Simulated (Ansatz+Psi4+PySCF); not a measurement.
## doublet SiS(+): levels of theory in one basis

| atom | x (Å) | y (Å) | z (Å) |
| --- | --- | --- | --- |
| Si | 0.0000 | 0.0000 | -0.0059 |
| S | 0.0000 | 0.0000 | 1.9359 |

Basis set: cc-pV(T+d)Z (spherical functions). Correlated methods keep 10 orbitals frozen. Correlation on ROHF uses semicanonical orbitals with singles. Charge 1, multiplicity 2.

Computed with Ansatz (development build ahead of 0.2.0); each method stands on the lowest determinant of its kind that the runs found.

```csv
method,E − E(ROHF) (eV),<S²> of the determinant
ROHF,0.00,0.75
UHF,-0.13,0.82
ROHF-MP2,-5.75,–
UHF-MP2,-5.67,0.82
```

(1) What does ROHF-CCSDT give on the same scale?

## Answers

(1) -6.99 eV.

Caution for UHF, UHF-MP2: the determinant breaks the point group. Caution for ROHF-MP2, UHF-MP2: MP2 on this radical cation hangs on the determinant chosen. Caution for ROHF-MP2, ROHF-CCSDT: a plain start can end on a higher determinant. Caution for ROHF-MP2, UHF-MP2, ROHF-CCSDT: another reference gives a lower total. Caution for UHF-MP2: large amplitudes, a single reference is doubtful.
